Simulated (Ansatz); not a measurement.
Compare A (`C=C(Cl)C(C)O`) with its isomer B (`C=COCCCl`).

Calculated with Ansatz (gas phase, PBE0-D4/def2-TZVP geometries, no zero-point term in ΔE). CBS: MP2 limit from def2 TZ/QZ plus the TZ coupled-cluster correction, frozen cores. Functionals use def2-TZVPP. B3LYP here is the variant with VWN-RPA as its local correlation; programs differ in this. One conformer a species, not always the lowest.

(1) Which isomer does CCSD(T)/CBS put lower? Give the gap. (Estimate.)

(2) Give E(B) − E(A) in kcal/mol with CCSD/def2-TZVPP, B2PLYP, r2SCAN-D4, HF/def2-TZVPP, MP2/def2-TZVPP, B3LYP, ωB97M-V. (Best estimate.)

Largest T1 diagnostic: 0.011.

Results:

(1) Computed: A, by 8.5 kcal/mol.

(2) Ansatz gave: CCSD/def2-TZVPP 7.6, B2PLYP 6.4, r2SCAN-D4 7.3, HF/def2-TZVPP 3.4, MP2/def2-TZVPP 9.7, B3LYP 5.0, ωB97M-V 7.6. None reverses the order clearly.

In def2-TZVPP, CCSD(T) changes the Hartree–Fock value by +4.7 kcal/mol (the triples alone add +0.5 kcal/mol) and MP2 by +6.3 kcal/mol. The D4 term adds +1.5 kcal/mol with B3LYP and +0.8 kcal/mol with PBE0; it sums over pairs of atoms, weighted by their polarisabilities, and B3LYP, whose exchange is more repulsive, gets the larger term.
